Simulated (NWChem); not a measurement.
chloromethane (CH3Cl); SMILES ClC

All runs: NWChem. Pople sets run with spherical d functions. Each level has its own optimisation; frequencies are unscaled.

For level Hartree-Fock/6-31G*:

* **highest harmonic frequency (cm⁻¹)**: 3369
* **zero-point energy (kcal/mol)**: 25.5
* **dipole (D)**: 2.25

Q: What are these values for level PBE0/def2-SVP?

A: 
| Property | Value |
|---|---|
| highest harmonic frequency (cm⁻¹) | 3207 |
| zero-point energy (kcal/mol) | 23.7 |
| dipole (D) | 1.87 |
